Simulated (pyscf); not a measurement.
Concerted two-bond exchange: H₂N–SiH₂–NH₂ -> H₂N–SiH₂–NH₂

Gas phase, singlet surface, charge 0. Bonds broken: N1–H6, Si2–H4. Bonds formed: N1–H4, Si2–H6. Optimised with ωB97X-D3(BJ)/def2-SVP in PySCF. Correlated levels are frozen-core, on RHF or UHF. ΔMP2 is the change of the MP2 total energy from the triple- to the quadruple-zeta basis.

Transition state (Å):

```xyz
9

N      0.5007    -0.5796    -0.7542
Si    -0.6525    -0.1984     0.3679
N     -0.8821     1.1291     1.3932
H     -0.8138     0.4354    -1.3310
H      1.1982     0.1764    -0.8005
H      0.8904    -0.9992     0.9081
H     -1.7486    -1.1640     0.5834
H     -1.6671     1.1938     2.0323
H     -0.2657     1.9326     1.4393
```

One imaginary mode, 1655i cm⁻¹; descent along it reached the two sides named.

```
bond    change  reactant side (Å)  saddle  product side
------  ------  -----------------  ------  ------------
N1–H6   breaks              1.014   1.758         2.538
Si2–H4  breaks              1.499   1.820         2.416
N1–H4    forms              2.538   1.758         1.014
Si2–H6   forms              2.416   1.820         1.499
```

Electronic energies relative to the reactant's lowest minimum found (kJ/mol):

| level | barrier | reaction energy | reverse barrier |
|---|---|---|---|
| ωB97X-D3(BJ)/def2-TZVP | 549.9 | 0.0 | 549.9 |
| PBE/def2-TZVP | 474.4 | 0.0 | 474.4 |
| r²SCAN/def2-TZVP | 502.4 | 0.0 | 502.4 |
| B3LYP-D3(BJ)/def2-TZVP | 513.8 | 0.0 | 513.8 |
| PBE0-D3(BJ)/def2-TZVP | 522.0 | 0.0 | 522.0 |
| M06-2X/def2-TZVP | 548.4 | 0.0 | 548.4 |
| ωB97M-D3(BJ)/def2-TZVP | 533.2 | 0.0 | 533.2 |
| HF/def2-TZVP | 617.0 | 0.0 | 617.0 |
| MP2/def2-QZVPP | 573.7 | 0.0 | 573.7 |
| CCSD/def2-TZVPP | 555.0 | 0.0 | 555.0 |
| CCSD(T)/def2-TZVPP | 531.4 | 0.0 | 531.4 |
| CCSD(T)/def2-TZVPP + ΔMP2(QZVPP) | 531.7 | 0.0 | 531.7 |

With CCSD(T)/def2-TZVPP + ΔMP2(QZVPP) energies and thermal terms (ideal gas, 1 atm, RRHO with modes under 100 cm⁻¹ raised to 100, one conformer, R ln 2 for rigid chiral ones), in kJ/mol:

```
T (K)    ΔH‡    ΔG‡   ΔH   ΔG
-----  -----  -----  ---  ---
298    504.6  506.8  0.0  0.0
600    504.6  509.1  0.0  0.0
900    505.2  511.2  0.0  0.0
1200   505.4  513.2  0.0  0.0
```

The same reactants have a lower exit, to NH₃ + HN=SiH₂ (highest point, the separated products, at +285.9 kJ/mol at ωB97M-D3(BJ), against +533.2 kJ/mol here). This is the saddle that the search found; another between the same sides may lie lower. A restricted solution here is unstable towards spin polarisation, so biradical character is likely and single-reference numbers are less safe. The CCSD(T) − MP2 part came from Ansatz, without density fitting, on the same reference.
